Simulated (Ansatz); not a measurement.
Method: B3LYP-D3(BJ)/def2-SVP (Ansatz, an electronic-structure program). No frequencies were computed at this level.

Ansatz 0.2 input:
```yaml
crystal:
  periodic: [false, false, false]
  atoms:
    - { symbol: C, position_ang: [-1.154813, -0.13814, -0.131186] }
    - { symbol: O, position_ang: [0.102029, -0.664482, -0.467416] }
    - { symbol: C, position_ang: [1.165553, 0.068195, 0.081983] }
    - { symbol: H, position_ang: [-1.310317, -0.139878, 0.9555] }
    - { symbol: H, position_ang: [-1.898585, -0.775872, -0.604128] }
    - { symbol: H, position_ang: [-1.268244, 0.889855, -0.499194] }
    - { symbol: H, position_ang: [1.161979, 1.105959, -0.275931] }
    - { symbol: H, position_ang: [2.082493, -0.42186, -0.238392] }
    - { symbol: H, position_ang: [1.119906, 0.076226, 1.178761] }
basis:
  gaussian: { orbitals: def2-svp }
hamiltonian:
  xc: b3lyp
  dispersion: d3bj
relax:
  max_steps: 150
```

Output:

```
Functional definition: B3LYP
800 factors; integrals over basis functions are off by at most 2.3e-4 eV
mean field evaluation 1: about -4210.6907 eV, gradient 4.4e1 eV
mean field evaluation 2: about -4208.9486 eV, gradient 5.3e1 eV
mean field evaluation 4: about -4215.2796 eV, gradient 2.2e0 eV
mean field evaluation 8: about -4215.2855 eV, gradient 2.9e-2 eV
mean field -4215.28551189 eV, -154.9088853388 hartree, gradient 3.7e-5 eV, S^2 0.000000; 0 other end points of the search recorded, 0 dependent functions left out
reference -4215.28570435 eV, -154.9088924116 hartree; 13, 13 occupied and 59, 59 virtual orbitals, 800 factors
relax step   1: F+E_penalty+E_count = -4215.47025999 eV  Δ(F+E_penalty+E_count) = +0.000e0 eV  max|allowed force component| = 5.895e-1 eV/Å  Δτ_max = 0.0000 Å  (24 SCF iters, accepted)
these checks for a lower state are left out or cut short: starts, cluster_reference, orbital_swaps, neighbouring_geometries, increment
800 factors; integrals over basis functions are off by at most 2.4e-4 eV
mean field evaluation 16: about -4215.3076 eV, gradient 1.8e-3 eV
mean field -4215.30485748 eV, -154.9095962762 hartree, gradient 4.1e-5 eV, S^2 0.000000; 0 other end points of the search recorded, 0 dependent functions left out
reference -4215.30505040 eV, -154.9096033657 hartree; 13, 13 occupied and 59, 59 virtual orbitals, 800 factors
relax step   2: F+E_penalty+E_count = -4215.48888418 eV  Δ(F+E_penalty+E_count) = -1.862e-2 eV  max|allowed force component| = 2.684e-1 eV/Å  Δτ_max = 0.0174 Å  (24 SCF iters, accepted)
these checks for a lower state are left out or cut short: starts, cluster_reference, orbital_swaps, neighbouring_geometries, increment
800 factors; integrals over basis functions are off by at most 2.4e-4 eV
mean field -4215.30720929 eV, -154.9096827036 hartree, gradient 4.1e-5 eV, S^2 0.000000; 0 other end points of the search recorded, 0 dependent functions left out
reference -4215.30740230 eV, -154.9096897964 hartree; 13, 13 occupied and 59, 59 virtual orbitals, 800 factors
relax step   3: F+E_penalty+E_count = -4215.49107704 eV  Δ(F+E_penalty+E_count) = -2.193e-3 eV  max|allowed force component| = 6.747e-2 eV/Å  Δτ_max = 0.0049 Å  (24 SCF iters, accepted)
these checks for a lower state are left out or cut short: starts, cluster_reference, orbital_swaps, neighbouring_geometries, increment
800 factors; integrals over basis functions are off by at most 2.4e-4 eV
mean field evaluation 32: about -4215.3073 eV, gradient 1.1e-5 eV
mean field -4215.30729275 eV, -154.9096857708 hartree, gradient 1.1e-5 eV, S^2 0.000000; 0 other end points of the search recorded, 0 dependent functions left out
reference -4215.30748572 eV, -154.9096928623 hartree; 13, 13 occupied and 59, 59 virtual orbitals, 800 factors
relax step   4: F+E_penalty+E_count = -4215.49122715 eV  Δ(F+E_penalty+E_count) = -1.501e-4 eV  max|allowed force component| = 5.982e-3 eV/Å  Δτ_max = 0.0015 Å  (22 SCF iters, accepted)
800 factors; integrals over basis functions are off by at most 2.4e-4 eV
mean field -4215.30729275 eV, -154.9096857708 hartree, gradient 1.1e-5 eV, S^2 0.000000; 1 other end points of the search recorded, 0 dependent functions left out
reference -4215.30748572 eV, -154.9096928623 hartree; 13, 13 occupied and 59, 59 virtual orbitals, 800 factors
Total energy: -4215.49142013 eV, -154.9164523269 hartree
Atom 0 at    -1.152536    -0.144994    -0.135972 Å, force    -0.000742    -0.005982    -0.004256 eV/Å
Atom 1 at     0.102491    -0.667490    -0.469532 Å, force    -0.000721     0.004698     0.003305 eV/Å
Atom 2 at     1.165414     0.061126     0.076975 Å, force     0.002535    -0.005691    -0.003955 eV/Å
Atom 3 at    -1.324311    -0.139517     0.960992 Å, force    -0.001414     0.000900    -0.002023 eV/Å
Atom 4 at    -1.919965    -0.777702    -0.606042 Å, force     0.002376     0.004155     0.003010 eV/Å
Atom 5 at    -1.282021     0.895534    -0.501214 Å, force    -0.001515    -0.001569     0.001465 eV/Å
Atom 6 at     1.174684     1.113993    -0.275518 Å, force     0.001476    -0.001303     0.001740 eV/Å
Atom 7 at     2.103851    -0.419890    -0.236379 Å, force    -0.003571     0.003626     0.002464 eV/Å
Atom 8 at     1.132394     0.078942     1.186686 Å, force     0.001577     0.001166    -0.001748 eV/Å
Dipole moment:    -0.031790     0.207035     0.145634 e Å
```

Cost: around 10 core-seconds (rough).
